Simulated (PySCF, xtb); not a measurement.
## H2OSi: 3 structures ranked

3 gas-phase structures of H2OSi, found in a search over its isomers (lower ones may exist). Each was relaxed with GFN2-xTB; where two conformers were screened, the lower at r2SCAN-D4/def2-SVP is listed:

A. `O=[SiH2]`, a singlet
B. `O[SiH]`, a singlet
C. `O[SiH]`, a triplet

Q: Make a reasoned guess at their ranking by r2SCAN-D4/def2-SVP single-point energy.

A: Calculated order at r2SCAN-D4/def2-SVP: B (0.0), A (3.4), C (130.0) kJ/mol. Less than 1 kcal/mol parts B and A, so the order within that pair means little.

Energies above the lowest of each column, in kJ/mol; the last columns are at PBE0-D4/def2-TZVP geometries and were run for some of them only (a dash: not run or not comparable):

| structure | GFN2-xTB | HF/STO-3G | r2SCAN-D4/def2-SVP | PBE0-D4/def2-TZVP | CCSD(T)/def2-TZVPP |
| --- | --- | --- | --- | --- | --- |
| B | 193.0 | 0.0 | 0.0 | 0.0 | 0.0 |
| A | 0.0 | 114.7 | 3.4 | 6.3 | 7.2 |
| C | – | 168.8 | 130.0 | – | – |

CCSD(T)/def2-TZVPP puts B lowest of those it was run on; GFN2-xTB picks A. Some further structures that were screened fall inside this span and aren't listed. Flexible structures stand in one conformer each, not always the lowest. Frequencies (GFN2-xTB) were run for A, B alone. GFN2-xTB has no spin polarisation and isn't compared across spin states. Open shells are spin-unrestricted. Large T1 diagnostics make some coupled-cluster values less sure.

Programs: PySCF 2.14.0, xtb 6.7.1.
